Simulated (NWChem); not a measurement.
Species: methyl formate (C₂H₄O₂); SMILES C(OC)=O

```xyz
8

C     -0.5252    -1.3244     0.0000
O      0.6848    -0.5441    -0.0001
C      0.5083     0.7866     0.0000
O     -0.5534     1.3599     0.0000
H     -1.1184    -1.1094    -0.8927
H     -0.2019    -2.3653     0.0053
H     -1.1233    -1.1020     0.8877
H      1.4937     1.2771     0.0002
```
Atoms are numbered in this order, from 1.

All runs: NWChem. Structure relaxed at the B3LYP/6-31G* (spherical d) level. Level PBE0/def2-SVPD: single points from the atomic guess with DIIS by default; each run changes one setting, and all converged runs end within 0.3 mHa of each other.

| setting | SCF iterations |
|---|---|
| defaults | 8 |
| occupation smearing of 0.005 Ha | 8 |
| no level shifting | 8 |
| level shift of 0.5 Ha throughout | 12 |
| core-Hamiltonian guess | 14 |
| 70 % damping for 30 cycles | 33 |
